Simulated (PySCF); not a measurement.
Job file and geometry (Å, from GFN2-xTB) of an NMR shielding run on `N`, H₃N, PySCF 2.14.0, density-fitted response routines, GIAO mPW1PW91/pcSseg-2 NMR shielding, non-relativistic, gas phase; density fitting, a coarse starting grid and PySCF grid level 2 are the driver's defaults:

```
$ OMP_NUM_THREADS=1 python probes_run.py task.json out

{"job": {"kind": "nmr", "xc": "mPW1PW91", "basis": "pcSseg-2", "pop": false}, "charge": 0, "multiplicity": 1}
N      0.005567     0.002694     0.269341
H      0.924501    -0.196064    -0.106804
H     -0.630350    -0.700539    -0.086466
H     -0.289484     0.898682    -0.098925
```

Q: What does the program print?

A: 
```
coarse grid: 2928 points
cycle   1  E = -56.5383177819  dE = -9.239e-02  |g| = 3.836e-01  |ddm| = 1.074e+00
cycle   2  E = -56.5145141038  dE =  2.380e-02  |g| = 5.145e-01  |ddm| = 5.338e-01
cycle   3  E = -56.5705456042  dE = -5.603e-02  |g| = 1.700e-02  |ddm| = 2.994e-01
cycle   4  E = -56.5705969335  dE = -5.133e-05  |g| = 3.066e-03  |ddm| = 1.640e-02
cycle   5  E = -56.5705985555  dE = -1.622e-06  |g| = 2.778e-04  |ddm| = 1.917e-03
final grid: 27112 points
cycle   6  E = -56.5706676439  dE = -1.635e-05  |g| = 4.352e-03  |ddm| = 7.422e-03
cycle   7  E = -56.5706647303  dE =  2.914e-06  |g| = 5.820e-03  |ddm| = 4.508e-03
cycle   8  E = -56.5706714731  dE = -6.743e-06  |g| = 1.122e-04  |ddm| = 2.722e-03
cycle   9  E = -56.5706714755  dE = -2.349e-09  |g| = 3.210e-05  |ddm| = 1.080e-04
cycle  10  E = -56.5706714757  dE = -2.313e-10  |g| = 2.720e-06  |ddm| = 4.101e-05
converged SCF energy = -56.5706714757

GIAO shielding tensors (ppm)
atom      isotropic    diamagn.    paramagn.     s11        s22        s33       span
  0 N      262.403     315.216     -52.813    229.118    279.037    279.055     49.936
  1 H       31.590      31.436       0.154     25.898     26.698     42.175     16.277
  2 H       31.587      31.437       0.150     25.896     26.695     42.170     16.274
  3 H       31.588      31.435       0.153     25.897     26.695     42.172     16.275
```

Size and cost of the density-fitted run: 78 basis functions, of the order of 0.9 core-seconds.
